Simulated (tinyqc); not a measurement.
Worked calculation: UKS/LDA (VWN5) in the sto-6g basis, for LiH, spin multiplicity 3. One step of it, computed by the program tinyqc.

Problem. Iteration 1: building the Kohn-Sham matrix. J_ij = sum D_kl (ij|kl) with D = D(alpha) + D(beta); F = H + J + V_xc; E = tr D H + tr D J / 2 + E_xc + E_nn.

D(alpha) at the start, lower triangle:
```
,1Li 1s,1Li 2s,1Li 2px,1Li 2py,1Li 2pz,2H 1s
1Li 1s,0.720444
1Li 2s,-0.241559,0.773966
1Li 2px,0.030390,0.195184,0.289327
1Li 2py,-0.176631,0.368064,-0.176556,0.479965
1Li 2pz,-0.389992,0.069724,0.234364,-0.240094,0.534781
2H 1s,0.344810,0.081492,0.212470,-0.156748,-0.038880,0.306765
```

D(beta) at the start, lower triangle:
```
,1Li 1s,1Li 2s,1Li 2px,1Li 2py,1Li 2pz,2H 1s
1Li 1s,0.305993
1Li 2s,0.241811,0.191091
1Li 2px,0.081755,0.064607,0.021843
1Li 2py,0.116590,0.092135,0.031150,0.044423
1Li 2pz,-0.235301,-0.185947,-0.062868,-0.089655,0.180941
2H 1s,0.224009,0.177023,0.059851,0.085352,-0.172258,0.163991
```

core Hamiltonian H = T + V (hartree), lower triangle:
```
,1Li 1s,1Li 2s,1Li 2px,1Li 2py,1Li 2pz,2H 1s
1Li 1s,-4.632625
1Li 2s,-0.982043,-1.274204
1Li 2px,0.000000,0.000000,-1.048166
1Li 2py,0.000000,0.000000,0.000000,-1.048166
1Li 2pz,-0.005168,-0.057161,0.000000,0.000000,-1.085663
2H 1s,-0.015834,-0.183307,0.000000,0.000000,-0.272436,-1.017705
```

Two-electron integrals (ij|kl) in chemists' order, unique and non-zero (hartree):
```
i,j,k,l,(ij|kl)
1,1,1,1,1.681247
2,1,1,1,0.242603
2,1,2,1,0.044507
2,2,1,1,0.397190
2,2,2,1,0.090279
2,2,2,2,0.290625
3,1,3,1,0.009437
3,2,3,1,0.014261
3,2,3,2,0.064236
3,3,1,1,0.397190
3,3,2,1,0.090279
3,3,2,2,0.290625
3,3,3,3,0.313125
4,1,4,1,0.009437
4,2,4,1,0.014261
4,2,4,2,0.064236
4,3,4,3,0.016875
4,4,1,1,0.397190
4,4,2,1,0.090279
4,4,2,2,0.290625
4,4,3,3,0.279374
4,4,4,4,0.313125
5,1,5,1,0.009437
5,2,5,1,0.014261
5,2,5,2,0.064236
5,3,5,3,0.016875
5,4,5,4,0.016875
5,5,1,1,0.397190
5,5,2,1,0.090279
5,5,2,2,0.290625
5,5,3,3,0.279374
5,5,4,4,0.279374
5,5,5,5,0.313125
6,1,1,1,0.003679
6,1,2,1,0.000669
6,1,2,2,0.001406
6,1,3,3,0.001385
6,1,4,4,0.001385
6,1,5,1,0.000090
6,1,5,2,0.000196
6,1,5,5,0.001447
6,1,6,1,0.000011
6,2,1,1,0.032416
6,2,2,1,0.007593
6,2,2,2,0.029691
6,2,3,3,0.027991
6,2,4,4,0.027991
6,2,5,1,0.001065
6,2,5,2,0.009091
6,2,5,5,0.033092
6,2,6,1,0.000142
6,2,6,2,0.008070
6,3,3,1,0.000308
6,3,3,2,0.001976
6,3,5,3,0.000953
6,3,6,3,0.000278
6,4,4,1,0.000308
6,4,4,2,0.001976
6,4,5,4,0.000953
6,4,6,4,0.000278
6,5,1,1,0.047663
6,5,2,1,0.011202
6,5,2,2,0.044524
6,5,3,3,0.041700
6,5,4,4,0.041700
6,5,5,1,0.001673
6,5,5,2,0.014358
6,5,5,5,0.050172
6,5,6,1,0.000213
6,5,6,2,0.012816
6,5,6,5,0.020405
6,6,1,1,0.182221
6,6,2,1,0.042956
6,6,2,2,0.179856
6,6,3,3,0.168126
6,6,4,4,0.168126
6,6,5,1,0.005165
6,6,5,2,0.055764
6,6,5,5,0.203313
6,6,6,1,0.000797
6,6,6,2,0.069253
6,6,6,5,0.111980
6,6,6,6,0.774999
```

nuclear repulsion = 0.54667067 hartree

V_xc(alpha) (hartree), lower triangle:
```
,1Li 1s,1Li 2s,1Li 2px,1Li 2py,1Li 2pz,2H 1s
1Li 1s,-0.924438
1Li 2s,-0.119691,-0.239400
1Li 2px,-0.004630,-0.019774,-0.232393
1Li 2py,-0.002614,-0.026720,0.008639,-0.238971
1Li 2pz,0.007704,0.003202,-0.008597,0.009933,-0.246831
2H 1s,-0.001848,-0.033861,-0.000801,-0.000221,-0.053591,-0.355273
```

V_xc(beta) (hartree), lower triangle:
```
,1Li 1s,1Li 2s,1Li 2px,1Li 2py,1Li 2pz,2H 1s
1Li 1s,-0.770936
1Li 2s,-0.101991,-0.191147
1Li 2px,-0.004641,-0.015982,-0.186186
1Li 2py,-0.005557,-0.023236,0.001248,-0.188834
1Li 2pz,0.010879,0.023480,-0.000571,0.005398,-0.198424
2H 1s,-0.001483,-0.027028,-0.000435,-0.000304,-0.042939,-0.304762
```

E_xc = sum of w rho eps_xc = -1.29827644 hartree

Give: Coulomb J; F(alpha); F(beta); total energy of this density.

Solution.

Coulomb J (hartree), lower triangle:
```
,1Li 1s,1Li 2s,1Li 2px,1Li 2py,1Li 2pz,2H 1s
1Li 1s,2.8119
1Li 2s,0.4964,1.2219
1Li 2px,0.0097,0.0377,1.2097
1Li 2py,0.0119,0.0571,-0.0049,1.2169
1Li 2pz,-0.0127,-0.0077,0.0063,-0.0113,1.2390
2H 1s,0.0075,0.1371,0.0016,0.0011,0.2082,0.9815
```

F(alpha) (hartree), lower triangle:
```
,1Li 1s,1Li 2s,1Li 2px,1Li 2py,1Li 2pz,2H 1s
1Li 1s,-2.7452
1Li 2s,-0.6053,-0.2917
1Li 2px,0.0051,0.0179,-0.0709
1Li 2py,0.0093,0.0304,0.0037,-0.0703
1Li 2pz,-0.0102,-0.0616,-0.0023,-0.0013,-0.0935
2H 1s,-0.0101,-0.0801,0.0008,0.0009,-0.1178,-0.3915
```

F(beta) (hartree), lower triangle:
```
,1Li 1s,1Li 2s,1Li 2px,1Li 2py,1Li 2pz,2H 1s
1Li 1s,-2.5917
1Li 2s,-0.5876,-0.2435
1Li 2px,0.0051,0.0217,-0.0247
1Li 2py,0.0064,0.0339,-0.0037,-0.0201
1Li 2pz,-0.0070,-0.0413,0.0057,-0.0059,-0.0451
2H 1s,-0.0098,-0.0733,0.0011,0.0008,-0.1072,-0.3410
```

total energy of this density = -5.585375 hartree
